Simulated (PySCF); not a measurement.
Trend along the third period: MH molecules

PBE0 with triple-zeta basis sets in PySCF, for the lowest determinant that a PBE0 search found; no spin–orbit coupling. De refers to high-spin ground-configuration atoms. A positive dipole means M(−)H(+).

```csv
M,basis,state (unpaired electrons),Re (Å),ωe (cm⁻¹),De (eV),μ (D)
Na,x2c-TZVPPall,singlet (closed shell),1.886,1177,1.78,-6.18
Mg,x2c-TZVPPall,doublet (σ ↑),1.743,1463,1.40,-1.29
Al,def2-TZVPP,singlet (closed shell),1.664,1644,2.99,-0.09
Si,def2-TZVPP,doublet (π ↑),1.532,2023,3.10,0.14
P,x2c-TZVPPall,triplet (π ↑↑),1.428,2368,3.20,0.47
S,x2c-TZVPPall,doublet (π ↑),1.345,2702,3.75,0.85
Cl,x2c-TZVPPall,singlet (closed shell),1.278,2997,4.53,1.19
```

The shortest bond is that of HCl (1.278 Å), the longest that of NaH (1.886 Å). HCl is bound most strongly (4.53 eV) and MgH least (1.40 eV).

The rows differ in basis set, which adds steps of its own.

The state changes along the series, so neighbouring rows are not always alike in their bonding.

States were picked by a PBE0 search and need not be the measured ground states.
